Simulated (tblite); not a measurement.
Input of a run (GFN2-xTB geometry optimisation, gas phase (tblite 0.8.0)), started from a force field or distance geometry:
```
{"job": {"kind": "relax", "xc": "GFN2-xTB", "basis": "xTB"}, "charge": 0, "multiplicity": 1}
C      2.874400     0.327700     0.000300
C      1.462300    -0.051700     0.175900
C      0.329300    -0.389100     0.330700
P     -1.429600    -0.882500     0.533400
C     -2.301800     0.484900    -0.213900
O     -1.469600    -2.088200    -0.376300
H      3.483800    -0.033500     0.822900
H      3.270300    -0.077700    -0.926200
H      2.971100     1.416100    -0.038500
H     -1.716500    -1.029400     1.921600
H     -2.108500     1.408900     0.328000
H     -1.987600     0.618200    -1.257600
H     -3.382100     0.296700    -0.196800
```

Output (eV, eV/Å):
```
step      E/eV     max force
  0    -508.27865    4.683
  1    -508.39346    4.945
  2    -508.59029    1.825
  3    -508.64753    1.849
  4    -508.70829    0.971
  5    -508.77035    0.320
  6    -508.77580    0.192
  7    -508.77938    0.141
  8    -508.78165    0.149
  9    -508.78460    0.163
 10    -508.78739    0.126
 11    -508.78955    0.106
 12    -508.79067    0.083
 13    -508.79135    0.074
 14    -508.79205    0.076
 15    -508.79274    0.077
 16    -508.79320    0.052
 17    -508.79350    0.048
 18    -508.79385    0.066
 19    -508.79432    0.078
 20    -508.79481    0.064
 21    -508.79516    0.044
 22    -508.79537    0.035
 23    -508.79552    0.037
 24    -508.79569    0.037
 25    -508.79586    0.037
 26    -508.79608    0.052
 27    -508.79637    0.055
 28    -508.79674    0.057
 29    -508.79712    0.055
 30    -508.79743    0.041
 31    -508.79768    0.035
 32    -508.79789    0.028
 33    -508.79804    0.028
 34    -508.79813    0.022
 35    -508.79820    0.023
 36    -508.79826    0.022
 37    -508.79832    0.016
 38    -508.79836    0.013
 39    -508.79837    0.012
 40    -508.79839    0.013
 41    -508.79843    0.021
 42    -508.79850    0.028
 43    -508.79857    0.025
 44    -508.79863    0.024
 45    -508.79866    0.022
 46    -508.79870    0.016
 47    -508.79874    0.016
 48    -508.79877    0.011
 49    -508.79879    0.013
 50    -508.79881    0.015
 51    -508.79885    0.020
 52    -508.79891    0.030
 53    -508.79900    0.032
 54    -508.79907    0.022
 55    -508.79911    0.023
 56    -508.79916    0.023
 57    -508.79920    0.019
 58    -508.79925    0.016
 59    -508.79927    0.011
 60    -508.79928    0.011
 61    -508.79930    0.011
 62    -508.79931    0.011
 63    -508.79932    0.008
```

Problem. Summarise the run.

Solution. The energy falls by 0.521 eV over 63 L-BFGS steps, the largest force on an atom goes from 4.68 to 0.008 eV/Å, and the atoms move by 0.120 Å rms after alignment. The bond that changes most is C3–P4 (alkyne carbon to phosphoryl phosphorus), which shortens by 0.075 Å. Bonds longer at the end by more than 0.005 Å: 2 of 12; shorter: 6. Among the angles that change most is C3–P4–O6, from 100.0° to 114.9°. Among the dihedrals that turn most is O6–P4–C5–H13, from 72° to 58°. The energy never rose by more than 1e-5 eV on the way. The first step brought 22 % of the lowering.

Problem. What are the final bond lengths?

Solution. C1–C2 1.442 Å, C2≡C3 1.204 Å, C3–P4 1.763 Å, P4–C5 1.822 Å, P4=O6 1.463 Å, C1–H7 1.089 Å, C1–H8 1.089 Å, C1–H9 1.090 Å, P4–H10 1.394 Å, C5–H11 1.085 Å, C5–H12 1.090 Å, C5–H13 1.089 Å. Numbering counts from 1 in the input's order; the species is `CC#C[P@@H](C)=O`.

GFN2-xTB frequencies show an imaginary mode (34i cm⁻¹), so the point is no minimum at that level.

All values are computed, not measured.
